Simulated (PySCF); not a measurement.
Molecule: SMILES C=CC(=O)CC, C5H8O.

Molfile (atoms numbered from 1):
```
C5H8O
     RDKit          3D

 14 13  0  0  0  0  0  0  0  0999 V2000
   -2.3644    0.0333    0.6924 C   0  0  0  0  0  0  0  0  0  0  0  0
   -1.5182   -0.9559    0.3899 C   0  0  0  0  0  0  0  0  0  0  0  0
   -0.0409   -0.8293    0.2697 C   0  0  0  0  0  0  0  0  0  0  0  0
    0.6244   -1.8142    0.0303 O   0  0  0  0  0  0  0  0  0  0  0  0
    0.5981    0.5327    0.4471 C   0  0  0  0  0  0  0  0  0  0  0  0
    2.1073    0.4986    0.3110 C   0  0  0  0  0  0  0  0  0  0  0  0
   -3.4405   -0.1437    0.7680 H   0  0  0  0  0  0  0  0  0  0  0  0
   -2.0221    1.0555    0.8769 H   0  0  0  0  0  0  0  0  0  0  0  0
   -1.8806   -1.9734    0.2114 H   0  0  0  0  0  0  0  0  0  0  0  0
    0.2948    0.9295    1.4316 H   0  0  0  0  0  0  0  0  0  0  0  0
    0.1459    1.2172   -0.2922 H   0  0  0  0  0  0  0  0  0  0  0  0
    2.4045    0.1062   -0.6719 H   0  0  0  0  0  0  0  0  0  0  0  0
    2.5356    1.5044    0.4285 H   0  0  0  0  0  0  0  0  0  0  0  0
    2.5562   -0.1610    1.0674 H   0  0  0  0  0  0  0  0  0  0  0  0
  1  2  2  0
  2  3  1  0
  3  4  2  0
  3  5  1  0
  5  6  1  0
  1  7  1  0
  1  8  1  0
  2  9  1  0
  5 10  1  0
  5 11  1  0
  6 12  1  0
  6 13  1  0
  6 14  1  0
M  END
```

Geometry PBE0-D3(BJ)/def2-SVP throughout; GIAO in PySCF 2.14.0 with density-fitted response routines, gas phase, one conformer, non-relativistic; equivalent atoms averaged; functional PBE0.

(1) How do the shifts δ (against TMS, H2O at the same level) depend on the basis set? (a selection of nuclei; ppm; last column core-seconds on 1 thread of an x86-64 server CPU, shared host)

(2) Which nucleus among those listed moves most, in ppm?

(3) Taking the largest basis, pcSseg-2 (328 functions), as the yardstick, rank the others by their worst heavy-atom deviation.

Answers

(1) 
```tsv
basis set	functions	C3	C2	C5	C6	O4	H9	H7	H8	H12/H13/H14	core-s
STO-3G	38	135.4	112.1	32.1	17.8	660.5	6.48	5.93	5.77	1.11	2.2
6-31G	70	194.6	136.4	31.1	9.2	659.0	6.63	6.34	6.38	1.16	4.3
pcSseg-0	70	216.7	152.0	33.1	10.0	780.0	6.45	6.51	6.54	1.24	7.8
6-31G*	100	188.3	133.1	29.4	9.0	615.2	6.17	5.97	6.08	1.02	6.4
def2-SVP	124	195.3	138.6	29.5	8.2	655.9	6.09	6.00	6.14	0.86	8
cc-pVDZ	124	195.2	139.7	31.5	9.6	648.1	6.13	6.05	6.16	0.94	27
pcSseg-1	142	202.8	147.3	31.5	8.4	689.4	6.33	6.22	6.27	1.07	9.3
6-311+G(2d,p)	210	202.1	145.2	31.9	7.5	652.5	6.48	6.15	6.33	0.99	18
aug-cc-pVDZ	210	198.0	139.6	32.1	8.6	621.7	6.56	6.28	6.41	1.08	44
def2-TZVP	234	203.9	146.5	32.5	8.3	665.2	6.47	6.17	6.36	0.99	22
IGLO-III	290	208.5	150.2	33.0	8.2	670.8	6.48	6.18	6.35	1.03	64
cc-pVTZ	292	202.0	145.4	31.8	8.2	664.5	6.43	6.18	6.35	1.01	61
pcSseg-2	328	210.1	151.2	33.2	8.6	675.1	6.49	6.22	6.38	1.03	68
```

(2) O4 (ketone oxygen): from 615.2 ppm with 6-31G* to 780.0 ppm with pcSseg-0. The smallest spread is 0.38 ppm, at H12/H13/H14. Proton shifts span only some 12 ppm, so a few tenths of a ppm matter as much there as several ppm in carbon.

(3) IGLO-III 4.2 ppm (290 functions), def2-TZVP 9.8 ppm (234 functions), cc-pVTZ 10.6 ppm (292 functions), pcSseg-1 14.4 ppm (142 functions), 6-31G 16.1 ppm (70 functions), def2-SVP 19.1 ppm (124 functions), 6-311+G(2d,p) 22.6 ppm (210 functions), cc-pVDZ 27.0 ppm (124 functions), aug-cc-pVDZ 53.4 ppm (210 functions), 6-31G* 59.8 ppm (100 functions), STO-3G 74.7 ppm (38 functions), pcSseg-0 104.9 ppm (70 functions).

A small basis that lands close on one nucleus may do so by chance; judge by the trend and by all nuclei.
